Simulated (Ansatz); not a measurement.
Two isomers of C4H5N: A = `c1cc[nH]c1`, B = `C=C1CC1=N`.

Program: Ansatz. Geometries: PBE0-D4/def2-TZVP. ΔE: electronic, gas phase. CCSD(T)/CBS is the MP2 limit (def2-TZVPP, def2-QZVPP) plus CCSD(T) − MP2 in def2-TZVPP, frozen cores. DFT in def2-TZVPP. B3LYP here is the variant with VWN-RPA as its local correlation; programs differ in this. Each species was taken in one conformer, which may not be the lowest.

A:

```xyz
10

C    -0.324   -0.442   -1.056
C    -0.207   -1.161    0.158
C     0.190   -0.271    1.123
N     0.315    0.951    0.533
C     0.006    0.863   -0.792
H    -0.617   -0.835   -2.017
H    -0.394   -2.213    0.309
H     0.391   -0.411    2.173
H     0.594    1.792    1.004
H     0.045    1.726   -1.436
```

B:

Z-matrix (Å, degrees):
```
C
C 1 1.501
C 1 1.493 2 56.3
H 1 1.089 2 118.5 3 -107.1
H 1 1.089 2 118.5 3 107.1
C 2 1.319 1 146.7 3 -180.0
N 3 1.257 1 150.5 2 -180.0
H 6 1.084 2 120.7 1 180.0
H 6 1.085 2 121.5 1 -0.0
H 7 1.021 3 110.4 1 -0.0
```

Question: Which is lower in electronic energy at CCSD(T)/CBS, and by how much? (An estimate is asked.)

Answer: The calculation gave: A, by 61.8 kcal/mol.

Question: Give E(B) − E(A) in kcal/mol with HF/def2-TZVPP, PBE0-D4, B2PLYP, B3LYP-D4, CCSD/def2-TZVPP, B3LYP, MP2/def2-TZVPP. (Best estimate.)

Answer: The calculation gave: HF/def2-TZVPP 59.0, PBE0-D4 62.0, B2PLYP 60.9, B3LYP-D4 59.1, CCSD/def2-TZVPP 60.0, B3LYP 58.1, MP2/def2-TZVPP 66.6. None reverses the order clearly.

Question: Does the order hold for the free energy at 298.15 K (harmonic terms from PBE0-D4)? (An estimate is asked.)

Answer: Computed: Yes: G(B) − G(A) = +57.9 kcal/mol, for one conformer each.

Largest T1 diagnostic: 0.013.

Leaving LDA and LC-ωPBE aside and taking each functional with its dispersion term where it has one, the values, not all of them listed here, spread over 9.6 kcal/mol, from BLYP-D4 to PBE-QIDH. LDA lies +9.2 kcal/mol from PBE without D4. From r2SCAN to r2SCAN0 (25 % exact exchange), in def2-TZVPP and without D4, E(B) − E(A) moves by +2.7 kcal/mol.
